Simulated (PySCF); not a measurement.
An unknown is described by computed data only.

Formula: C12H8N2.

* 13C NMR: chemical shifts (computed TMS as zero) by class: 158.2 (2 C), 155.1 (2 C), 145.3 (2 C), 132.6 (2 C), 131.4 (2 C), 127.2 (2 C) ppm [GIAO HF/pcSseg-1]
* Couplings: largest of the computed one-bond spin–spin couplings (means over like bonds): 13C–1H +187.9 (×2), 13C–1H +170.5 (×2), 13C–1H +167.5 (×2), 13C–1H +167.2 (×2) Hz [B3LYP/pcJ-1, spin–dipole term left out]
* Rotational structure: rotational constants A, B, C: 1.625, 0.582, 0.429 GHz [PBE0-D3(BJ)/def2-SVP]
* Triplet: lowest triplet excitation (Tamm–Dancoff): 3.14 eV [TDA B3LYP/def2-SVPD]
* Polarisability: 160.1 au [B3LYP/def2-SVPD]
* UV, first state: lowest singlet excitation: 3.92 eV (316 nm, f = 0.000) [TDDFT B3LYP/def2-SVPD]

Electronic properties: PySCF, gas phase, density fitting. Levels stand in brackets. NMR shifts are as computed; neighbouring signals can stand in another order in a measured spectrum. Geometry: PBE0-D3(BJ)/def2-SVP; no solvent, vibrations or thermal averaging. NMR classes are plain means over equivalent atoms (diastereotopic ones count apart unless rotation or inversion swaps them), as if these changed places fast.

Problem. Give a SMILES that accounts for the data.

Solution. Numbering: `[cH:1]1[cH:2][n:3][c:4]2[c:5]([cH:6]1)[cH:7][cH:8][c:9]1[cH:10][cH:11][cH:12][n:13][c:14]21`. Its formula, C12H8N2, gives 10 degrees of unsaturation: 3 rings and 7 π bonds in the structure found (Kekulé form). 12 carbons fall into 6 classes; from least to most shielded: aromatic CH next to a ring nitrogen [C2/C12] (158.2 ppm, 2 C), ring-fusion aromatic carbon [C4/C14] (155.1 ppm, 2 C), aromatic CH carbon [C6/C10] (145.3 ppm, 2 C), ring-fusion aromatic carbon [C5/C9] (132.6 ppm, 2 C), aromatic CH carbon [C7/C8] (131.4 ppm, 2 C), aromatic CH carbon [C1/C11] (127.2 ppm, 2 C). The couplings run between: +187.9 Hz, aromatic CH next to a ring nitrogen [C2] and its hydrogen (with 1 like pair); +170.5 Hz, aromatic CH carbon [C1] and its hydrogen (with 1 like pair); +167.5 Hz, aromatic CH carbon [C7] and its hydrogen (with 1 like pair); +167.2 Hz, aromatic CH carbon [C6] and its hydrogen (with 1 like pair). The optimised geometry has point group C2v and is an asymmetric top. Structure: 1,10-phenanthroline (`c1cnc2c(c1)ccc1cccnc12`). Computed isomers that give other values at the same levels: `c1ccc2nc3ccccc3nc2c1` (13C chemical shifts (computed TMS as zero) by class: 150.2 (4 C), 137.8 (4 C), 136.2 (4 C) ppm). The assignments are read from this structure; whether some other isomer fits the data as well wasn't checked.
